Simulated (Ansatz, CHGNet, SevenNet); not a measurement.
## hcp Os, elastic constant C11

Reference value: 763 GPa (measured, 0 K, extrapolated to 0 K (read from the set's bulk modulus against, 405 at 300 K); as tabulated in Liu et al. (2023), arXiv:2002.00005).

| level (code) | value (GPa) | cell (Å³/atom) | difference (%) |
|---|---|---|---|
| CHGNet 0.3.0 (CHGNet) | 444 | 14.36 | -42 |
| SevenNet-0 (SevenNet) | 463 | 14.36 | -39 |
| SevenNet-l3i5 (SevenNet) | 546 | 14.36 | -28 |
| LDA (Ansatz) | 816 | 13.70 | +6.9 |
| PBE (Ansatz) | 731 | 14.27 | -4.2 |
| PBEsol (Ansatz) | 792 | 13.89 | +3.8 |
| r²SCAN (Ansatz) | 784 | 14.02 | +2.8 |

Nearest, and too close to rank with a margin of 5.0 % (twice that across the reference) picked here for doubts on the reference and the settings, and for temperature and zero-point motion: r²SCAN (+2.8 %), PBEsol (+3.8 %), PBE (-4.2 %), LDA (+6.9 %). CHGNet 0.3.0 (-42 %) misses by most. Within 20 %: LDA, PBE, PBEsol, r²SCAN.

The reference has no zero-point or thermal correction, while the calculations are for a static lattice, so the differences are not the levels' errors alone.  Density-functional levels without +SOC have no spin–orbit coupling. Each level is taken at its own relaxed cell. Cutoffs differ between the levels. Ansatz's density-functional and Hartree–Fock values are scalar-relativistic unless marked +SOC, with PAW data made under PBE.

Machine-learned potentials (CHGNet 0.3.0, SevenNet-0, SevenNet-l3i5) are trained on DFT data, which may include these solids.

Differences are worked out from the printed values.

Ansatz is a quantum-chemistry and plane-wave program.
